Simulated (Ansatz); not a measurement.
**C3H5+: an energy map over bond length C1–C3 and angle C1–C3–H8**

A grid of calculations on C₃H₅, charge +1, to see where the energy is lowest and how it rises around there.

Method: RHF/def2-TZVP; program: Ansatz 0.2.0.

### Step 1. The system as given

8 atoms, charge 1, spin multiplicity 1.

Atoms are counted from 1 here; the program's logs count them from 0.

Bond lengths: C1–C2 1.393 Å, C1–C3 1.393 Å, C1–H4 1.103 Å, C2–H5 1.106 Å, C2–H6 1.105 Å, C3–H7 1.105 Å, C3–H8 1.106 Å. Angles: C2–C1–C3 119.3°, C2–C1–H4 120.4°, C3–C1–H4 120.3°, C1–C2–H5 121.2°, C1–C2–H6 121.4°, H5–C2–H6 117.3°, C1–C3–H7 121.4°, C1–C3–H8 121.2°, H7–C3–H8 117.4°.

As a file:

```xyz
8
charge 1, multiplicity 1
C    -0.5123   -0.1420    0.0684
C    -0.1431    1.2004    0.1029
C     0.4635   -1.1108   -0.1517
H    -1.5642   -0.4357    0.2241
H     0.9063    1.5110   -0.0566
H    -0.8846    1.9973    0.2945
H     0.2129   -2.1873   -0.1679
H     1.5216   -0.8330   -0.3138
```

This geometry comes from a loose relaxation at PBE in a small basis, which is not shown.

### Step 3. Plan of the scan

- bond length C1–C3: 15 values from 1.122 to 2.053 Å
- angle C1–C3–H8: 15 values from 96.3 to 146.3 °

Nothing else is relaxed (all other coordinates rigid). Energies count from the relaxed molecule at the same level.

(The set-up runs are not shown.)

### Step 4. The run at bond length C1–C3 = 1.388 Å, angle C1–C3–H8 = 121.3°

input.yaml reads:

```yaml
crystal:
  periodic: [false, false, false]
  atoms:
    - { symbol: C, position_ang: [-0.517138, -0.144149, 0.076989] }
    - { symbol: C, position_ang: [-0.138368, 1.171052, 0.100822] }
    - { symbol: C, position_ang: [0.466612, -1.096427, -0.150928] }
    - { symbol: H, position_ang: [-1.539651, -0.429216, 0.22954] }
    - { symbol: H, position_ang: [0.886437, 1.460428, -0.051782] }
    - { symbol: H, position_ang: [-0.848864, 1.960572, 0.272427] }
    - { symbol: H, position_ang: [0.239065, -2.147538, -0.182272] }
    - { symbol: H, position_ang: [1.493187, -0.813811, -0.304303] }
total_charge: 1
basis:
  gaussian: { orbitals: def2-TZVP }
hamiltonian:
  xc: hf
output:
  forces: true
```

The run is started by

```bash
> ansatz run input.yaml --threads 1 --pin off --max-ram 2560MiB --backend cpu --events-out ev --progress --plain --runs-dir out
```

Further runs follow: the other points that were computed.

**Question.** What will these runs give? Wanted: lowest point; highest computed point; largest force on an atom.

**Answer**, as computed:

| quantity | value |
| --- | --- |
| lowest point | bond length C1–C3 = 1.388 Å, angle C1–C3–H8 = 121.3°, 0.9 kJ/mol |
| highest computed point | bond length C1–C3 = 2.053 Å, angle C1–C3–H8 = 146.3°, 405 kJ/mol above the lowest |
| largest force on an atom (eV/Å) | 0.9 at bond length C1–C3 = 1.388 Å, angle C1–C3–H8 = 121.3° to 25.5 at bond length C1–C3 = 1.122 Å, angle C1–C3–H8 = 114.2°; 0.9 at the lowest point |
| time for the whole task | 7.8 min on 1 thread, shared host |

What this shows: The lowest computed point is at bond length C1–C3 = 1.388 Å, angle C1–C3–H8 = 121.3°, 0.9 kJ/mol from the relaxed molecule at the same level. The grid is coarse, so the lowest point of the scanned range may lie between grid points; coordinates that were held can hide deeper minima. No other kind of well shows on this grid. The highest computed point, bond length C1–C3 = 2.053 Å, angle C1–C3–H8 = 146.3°, lies 405 kJ/mol above the lowest. Round the minimum the two coordinates are nearly uncoupled.
